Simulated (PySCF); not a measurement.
Species: C5H7S (doublet state).
SMILES with atom numbers: `[CH2:1]=[C:2]([CH3:3])[CH:4][CH:5]=[S:6]` (hydrogens: H7, H8 on C1; H9, H10, H11 on C3; H12 on C4; H13 on C5)

Geometry (GFN2-xTB, Å), atoms numbered from 1 in this order:
```xyz
13
C5H7S angstrom
C     -1.3710   -1.2987   -0.2801
C     -0.4768   -0.2950   -0.3166
C     -0.9148    1.1381   -0.2680
C      0.9233   -0.5940   -0.4038
C      1.9246    0.3253   -0.4449
S      3.5624   -0.0833   -0.5479
H     -1.0638   -2.3299   -0.3143
H     -2.4292   -1.1139   -0.2151
H     -0.4828    1.6372    0.5980
H     -0.5864    1.6650   -1.1626
H     -1.9973    1.2048   -0.2036
H      1.1939   -1.6409   -0.4383
H      1.7135    1.3860   -0.4134
```

Level of theory: PySCF, UKS B3LYP, pcH-1 on C H S, non-relativistic, mean-field spin-orbit, GIAO. The structure is a single GFN2-xTB conformer in the gas phase; no vibrational or solvent corrections. A GFN2-xTB geometry isn't a minimum of the functional, and hyperfine couplings can be far from their values at a DFT geometry, by a factor of two or more for some ions and for spin on atoms past the first row.

Output of the driver script. The program numbers atoms from 0.

```
UKS, coarse grid
  cycle   1  E = -592.86154969  |g| = 2.61e-01
  cycle   2  E = -592.86248722  |g| = 2.64e-01
  cycle   3  E = -592.89995921  |g| = 8.43e-02
  cycle   4  E = -592.90283825  |g| = 4.33e-02
  cycle   5  E = -592.90403691  |g| = 9.73e-03
  cycle   6  E = -592.90414085  |g| = 7.35e-03
  cycle   7  E = -592.90418899  |g| = 3.37e-03
  cycle   8  E = -592.90420045  |g| = 1.75e-03
  cycle   9  E = -592.90420344  |g| = 4.02e-04
UKS, final grid
  cycle   1  E = -592.90418110  |g| = 5.62e-04
  cycle   2  E = -592.90418086  |g| = 9.44e-04
  cycle   3  E = -592.90418135  |g| = 1.06e-04
  cycle   4  E = -592.90418137  |g| = 8.79e-05
  cycle   5  E = -592.90418139  |g| = 4.10e-05
  cycle   6  E = -592.90418139  |g| = 1.14e-05
E = -592.90418139 Eh   <S^2> = 0.7823 (exact 0.7500)
g shifts (ppm)      1          2          3
  rmc          -194       -194       -194
  gc             -9         41         42
  oz_so          76       9467     112914
  total        -126       9315     112763
hyperfine (MHz)  atom isotope    a_iso     a_fc   dipolar eigenvalues
    0   13C      25.94      25.94    -25.19    -23.98     49.18
    1   13C     -27.34     -27.34    -17.76      7.58     10.18
    2   13C       3.22       3.22     -0.61      0.05      0.56
    3   13C      32.73      32.73    -30.97    -30.41     61.37
    4   13C     -29.85     -29.85    -16.78      6.62     10.15
    5   33S      12.94      12.94    -57.70    -56.79    114.49
    6    1H     -19.49     -19.49     -9.56     -1.32     10.88
    7    1H     -20.62     -20.62    -12.25     -0.45     12.71
    8    1H     -10.36     -10.36     -1.29     -0.50      1.79
    9    1H     -10.36     -10.36     -1.29     -0.50      1.80
   10    1H      -1.18      -1.18     -1.16     -0.70      1.86
   11    1H     -23.96     -23.96     -9.93     -2.78     12.71
   12    1H       5.74       5.74     -3.55     -0.77      4.32
```

Problem. The SCF converged. Which of these numbers needs a check, and why?

Solution. The largest g shift is +0.113, past the limit of 0.03 at which the run flags a species of elements up to argon. The orbital-Zeeman/spin–orbit term is second order, a sum of spin–orbit matrix elements over excitation energies, so it grows and becomes less reliable as an excited state comes close; a shift of this size calls for a check with another method. The contact and dipolar couplings don't rest on that expansion, but they belong to the state that the SCF found, and a close-lying state with the spin in another orbital would have other couplings; no stability test was run. The run left out the spin–orbit part of the hyperfine coupling.

Problem. Where is the spin in this solution (atoms counted from 1)?

Solution. The Mulliken spin populations are largest on S6 (+0.64), C4 (+0.39), C1 (+0.33) and C5 (-0.17). Three atoms exceed +0.15. The unrestricted determinant has ⟨S²⟩ = 0.7823 (exact 0.7500), 4.3 % above the value of a pure doublet state. The SMILES `C=C(C)[CH]C=S` draws the unpaired electron on C4, whose computed spin population is only +0.39.

Problem. Average a_iso over equivalent nuclei, turn it into first-order splittings with g = 2.0023, and give the multiplets for abundant isotopes (0.05 mT or more).

Solution. 
```csv
nuclei (from 1),isotope,I,position,a_iso (MHz),|a| (mT),splits into
H12,1H,1/2,1 bond from C4,-24.0,0.85,1:1 doublet
H8,1H,1/2,"3 bonds from C4, on C1 of spin population +0.33",-20.6,0.74,1:1 doublet
H7,1H,1/2,"3 bonds from C4, on C1 of spin population +0.33",-19.5,0.70,1:1 doublet
H9/H10/H11,1H,1/2,3 bonds from C4,-7.3,0.26,1:3:3:1 quartet
H13,1H,1/2,"2 bonds from C4, on C5 of spin population -0.17",5.7,0.20,1:1 doublet
```

Means are taken over nuclei equivalent by connectivity, which assumes that they swap fast. The three 1H nuclei of mean -7.3 MHz run from -10.4 to -1.2 MHz in the frozen geometry. Main spin sites, with 60 % or more of the largest population: C4, S6; positions count bonds from the nearest.

Hardware: Arm Neoverse V2, one thread, shared host. Cost: 33 s of wall time (grids of density and orbitals included), 0.87 GiB resident at most.
